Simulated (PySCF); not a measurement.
# BH2F: geometry, NMR shifts, electronic excitations, spin-spin couplings and core binding energies

What NMR shifts, electronic excitations, spin-spin couplings and core binding energies should BH2F (`[H]B([H])F`) show?

The runs use PySCF 2.14.0, with density-fitted response routines of our own; the level of theory stands in each step. All values are computed, except where a source is named. Atoms are numbered from 0 throughout.

### Step 1. The molecule as given

4 atoms, charge 0, multiplicity 1; geometry from: GFN2-xTB.

Bonds of the start (Å): B0–H1 1.17, B0–H2 1.17, B0–F3 1.31.

### Step 2. Relaxing the molecule at PBE0-D3(BJ)/def2-SVP

Job settings and geometry (Å):

```
{"job": {"xc": "PBE0", "basis": "def2-SVP", "d3": "d3bj", "grid": 1, "maxiter": 40, "kind": "geom"}, "charge": 0, "multiplicity": 1}
B      0.029990     0.049200     0.000600
H      1.198420    -0.033970     0.015630
H     -0.578270     1.050180    -0.019450
F     -0.650140    -1.065400     0.003230
```

**Question.** This job is followed by: GIAO PBE0/pcSseg-1 NMR shielding, non-relativistic, gas phase; TDDFT CAM-B3LYP/def2-SVPD, vertical, gas phase, core orbitals frozen in the response; B3LYP/pcJ-1 indirect spin-spin coupling, non-relativistic, gas phase; GIAO wB97X-D/pcSseg-1 NMR shielding, non-relativistic, gas phase; delta-SCF UKS SCAN, pcX-2 on the ionised atom (unc-x2c-TZVPall on a metal), pcseg-1 elsewhere, spin-free X2C. What will the session give for the following? point group; rotational constants (main isotopes); 1H shifts against TMS (PBE0/pcSseg-1); 11B shifts against BF3·OEt2 (PBE0/pcSseg-1); 19F shifts against CFCl3 (PBE0/pcSseg-1); lowest singlet (CAM-B3LYP/def2-SVPD); brightest single state of those computed; lowest triplet; largest coupling (B3LYP/pcJ-1); B1s binding energies, SCAN/pcX-2; F1s binding energies, SCAN/pcX-2; range of the shift of F3.

**Answer**, as computed:

| quantity | value |
| --- | --- |
| point group | C2v |
| rotational constants (main isotopes) | 219.42, 32.03, 27.95 GHz |
| 1H shifts against TMS (PBE0/pcSseg-1) | 5.48 ppm |
| 11B shifts against BF3·OEt2 (PBE0/pcSseg-1) | 55.6 ppm |
| 19F shifts against CFCl3 (PBE0/pcSseg-1) | 26.3 ppm |
| lowest singlet (CAM-B3LYP/def2-SVPD) | 6.02 eV (206 nm), f = 0.000 |
| brightest single state of those computed | state 7, 11.21 eV, f = 0.289 |
| lowest triplet | 5.37 eV |
| largest coupling (B3LYP/pcJ-1) | 1J(B,F) B0–F3, -202.4 Hz |
| B1s binding energies, SCAN/pcX-2 | B0 198.99 eV |
| F1s binding energies, SCAN/pcX-2 | F3 693.86 eV |
| range of the shift of F3 | 18.4 to 26.3 ppm |

In words: The optimisation took 5 steps and gained 0.040 eV; among the bonded pairs, B0–H1 (with another pair as far) changed most, from 1.171 to 1.210 Å. At PBE0/pcSseg-1: Shielding is most anisotropic at F3 (span 595 ppm, paramagnetic term -317 ppm). The lowest singlet, at 6.02 eV, is HOMO→LUMO 0.99 and is dark; of the 10 states computed, the strongest absorption comes from state 7 at 11.21 eV. The lowest triplet lies 0.65 eV below the lowest singlet (triplets in Tamm-Dancoff, singlets in full TDDFT). States above −ε(HOMO) lie where TDDFT describes them poorly and they hang on the basis; the brightest is among them. Of the pairs computed, B0–F3 couples most strongly (-202.4 Hz; Fermi contact -118.6 Hz). Across the 2 runs the shift of F3 moves most, between 18.4 (wB97X-D/pcSseg-1) and 26.3 ppm (PBE0/pcSseg-1).
